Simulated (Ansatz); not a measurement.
From input file to script: C2H3NO, SMILES NC#CO in Ansatz 0.2.0.

```yaml
crystal:
  periodic: [false, false, false]
  atoms:
    - { symbol: "N", position_ang: [-1.22636, 0.72569, 0.85099] }
    - { symbol: C, position_ang: [-0.2379, 0.10665, 0.07785] }
    - { symbol: C, position_ang: [0.61364, -0.42664, -0.58815] }
    - { symbol: O, position_ang: [1.57813, -1.03071, -1.34266] }
    - { symbol: H, position_ang: [-1.82408, 0.15506, 1.48807] }
    - { symbol: H, position_ang: [-1.36576, 1.75802, 0.79057] }
    - { symbol: H, position_ang: [2.46233, -1.28807, -0.92266] }
basis:
  gaussian:
    orbitals: cc-pVDZ
hamiltonian:
  xc: b3lyp
relax:
  f_tol: 0.01
  max_steps: 100
```

Script `opt_c2h3no.py`:
```python
"""Geometry optimisation of C2H3NO."""

import ansatz as az
import numpy as np
from rdkit import Chem
from rdkit.Chem import AllChem


def main() -> None:
    # start geometry from RDKit
    rd = Chem.AddHs(Chem.MolFromSmiles("NC#CO"))
    AllChem.EmbedMolecule(rd, randomSeed=543)
    AllChem.UFFOptimizeMolecule(rd)
    c2h3no = az.Crystal.molecule()
    for atom, xyz in zip(rd.GetAtoms(), rd.GetConformer().GetPositions()):
        c2h3no = c2h3no.atom(atom.GetSymbol(), xyz.round(5).tolist())

    calc = (
        c2h3no.calculation()
        .basis(gaussian="cc-pVDZ")
        .functional("b3lyp")
    )
    symbols = [site.symbol for site in c2h3no.cartesian_sites]
    start = np.array([site.position_ang for site in c2h3no.cartesian_sites], dtype=float)
    def progress(event):
        if event["event"] == "relax_step":
            row = event["data"]
            print(f"step {row['step']:3d}  E = {row['lagrangian_ev']:.6f} eV  largest force component {row['allowed_force_max_ev_ang']:.4f} eV/A")


    r = calc.relax(force_tolerance=0.01, max_steps=100).session().plan().execute(on_event=progress).report
    end = np.array(r["positions_ang"])

    for key in ("converged", "free_energy_ev", "reference_energy_ev", "n_frozen", "n_occupied", "n_virtual"):
        print(f"{key:22s} {r[key]}")

    print("final positions (A) and the move of each atom")
    for symbol, xyz, old in zip(symbols, end, start):
        print(f"{symbol:2s} {xyz[0]:10.5f} {xyz[1]:10.5f} {xyz[2]:10.5f}   {np.linalg.norm(xyz - old):7.4f}")


if __name__ == "__main__":
    main()
```

```console
$ python opt_c2h3no.py
step   1  E = -5656.895358 eV  largest force component 2.8735 eV/A
step   2  E = -5657.153654 eV  largest force component 1.9966 eV/A
step   3  E = -5657.117817 eV  largest force component 2.4540 eV/A
step   4  E = -5657.236363 eV  largest force component 1.7166 eV/A
step   5  E = -5657.316311 eV  largest force component 0.1459 eV/A
step   6  E = -5657.309178 eV  largest force component 0.0908 eV/A
step   7  E = -5657.321011 eV  largest force component 0.1443 eV/A
step   8  E = -5657.321624 eV  largest force component 0.0423 eV/A
step   9  E = -5657.321641 eV  largest force component 0.0485 eV/A
step  10  E = -5657.321758 eV  largest force component 0.0169 eV/A
step  11  E = -5657.321764 eV  largest force component 0.0089 eV/A
converged              True
free_energy_ev         -5657.3219571982845
reference_energy_ev    -5657.3219571982845
n_frozen               0
n_occupied             [15, 15]
n_virtual              [56, 56]
final positions (A) and the move of each atom
N    -1.04351    0.73986    1.02231    0.2510
C    -0.18667    0.10955    0.16749    0.1033
C     0.64477   -0.44413   -0.52094    0.0761
O     1.47114   -1.05595   -1.35465    0.1106
H    -1.84809    0.16846    1.27936    0.2105
H    -1.36871    1.64123    0.67333    0.1655
H     2.33108   -1.15902   -0.91289    0.1843
```

What to keep in mind:
- Total energies depend on the basis set; only differences at equal settings carry meaning.
- The end point is the stationary point reached from this start; no frequency run checks that it is a minimum, and the basis set is modest.
- b3lyp holds the VWN-RPA fit, as in Gaussian; the form of ORCA and Turbomole is b3lyp5.
- It ran for 25 s on 1 thread of Arm Neoverse V1, with other jobs on the host, peak memory 0.26 GiB.

(Lines on the test bed's own set-up are left out of the output.)
